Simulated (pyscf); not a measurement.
PySCF, gas phase, ωB97X-D3(BJ)/def2-SVP geometries.

**Question.** What is the homolytic dissociation enthalpy (298 K, ωB97M-D3(BJ)/def2-TZVP) of the F–W bond of F–W(F)(=S)=S, to F• + [F–W(=S)=S]•?

**Answer.** F–W to F• + [F–W(=S)=S]•: 128.8 kcal/mol. The 7 functionals that were run give +124.9 (M06-2X) to +140.4 kcal/mol (PBE). The radicals are drawn with the spin at the cut bond; how far it spreads was not checked. Other isomers of [F–W(=S)=S]• were not searched in full and may lie lower. Left out: the spin-orbit lowering of F. Open-shell species with a d-block atom are single-reference here; other states, and whether the spin sits on metal or ligand, were not checked. Elements past Kr carry the def2 core potentials, without spin-orbit coupling.
